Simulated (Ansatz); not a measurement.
# NH2O+ (triplet): the correlation ladder, cc-pVTZ

One table from this session's results is given with a row withheld; the runs are named, their logs left out.

Method: cc-pVTZ, core rule «outside noble gas», up to 2 orbitals frozen; program: Ansatz 0.2.0, Gaussian basis.

The runs, in order: UHF; CCSD(T) on ROHF; CCSD(T) on UHF; BCCD(T) on ROHF; CCSDT(Q) on ROHF; CCSDT(Q) on UHF; CASSCF and MRCISD+Q, 12 electrons in 10 orbitals; CASSCF and NEVPT2, 12 electrons in 10 orbitals.

6 further runs of the same task are left out: 1 for a known fault of the program, 5 set aside as unsound or not needed.

### The system

The geometry is a PBE0/def2-TZVP stationary point (not a proven minimum) of the parent state, kept for this charge and spin.

4 atoms, charge 1, spin multiplicity 3.

Atoms are counted from 1 here; the program's logs count them from 0.

Bond lengths: N1–O2 1.354 Å, N1–H3 1.026 Å, O2–H4 0.964 Å. Angles: O2–N1–H3 101.2°, N1–O2–H4 104.4°.

Set-up of the first run:

File in.yaml:

```yaml
crystal:
  periodic: [false, false, false]
  atoms:
    - {symbol: N, position_ang: [0.000000, -0.176115, 0.698274]}
    - {symbol: O, position_ang: [0.000000, 0.150778, -0.615224]}
    - {symbol: H, position_ang: [0.000000, 0.752120, 1.135262]}
    - {symbol: H, position_ang: [0.000000, -0.698120, -1.073059]}
basis:
  gaussian: {orbitals: cc-pVTZ}
total_charge: 1
magnetization: {spin_polarized: true, initial_magnetization: 2}
hamiltonian: {xc: hf}
output: {orbitals: {seedname: orbitals}}
```

Command:

```
$ ansatz run in.yaml --threads 1 --pin off --events-out ev --progress --plain --max-ram 2816MiB --backend cpu
```

Steps of the session up to this table: UHF; CCSD(T) on ROHF; CCSD(T) on UHF; BCCD(T) on ROHF; CCSDT(Q) on ROHF; CCSDT(Q) on UHF; CASSCF and MRCISD+Q, 12 electrons in 10 orbitals; CASSCF and NEVPT2, 12 electrons in 10 orbitals.

One table of the session follows, with a row left open; its other results are not shown here.

| method | from UCCSDT(Q) (kcal/mol) |
| --- | --- |
| ROHF | +271.27 |
| UHF | +265.57 |
| RMP2 | +24.42 |
| UMP2 | +24.04 |
| RCCSD | +11.89 |
| UCCSD | +11.73 |
| RCCSD(T) | +1.28 |
| UCCSD(T) | +1.29 |
| BCCD(T) | +1.24 |
| RCCSDT | ? |
| UCCSDT | +0.72 |
| RCCSDT(Q) | +0.26 |
| UCCSDT(Q) | 0 |
| CASSCF valence | +198.93 |
| NEVPT2 valence | +29.55 |
| MRCISD valence | +15.20 |
| MRCISD+Q valence | +3.14 |

Estimate the missing values for RCCSDT.

**Answer.** from UCCSDT(Q) (kcal/mol): +0.73. In the column «from UCCSDT(Q) (kcal/mol)» it lies between UCCSDT (+0.72) and BCCD(T) (+1.24).

Among the levels timed on like hardware and quicker than the yardstick, those that no quicker one beats, quickest first: RCCSD(T) (3.2 s, +1.28 kcal/mol); BCCD(T) (5.5 s, +1.24 kcal/mol).

To keep in mind: Of the multireference levels listed MRCISD+Q valence comes nearest in total energy (+3.14 kcal/mol), which doesn't show that its space is the better one. Restricted and unrestricted rows rest on different reference determinants; where their highest levels disagree by more than a few hundredths of an eV, they describe different states and don't form one ladder.
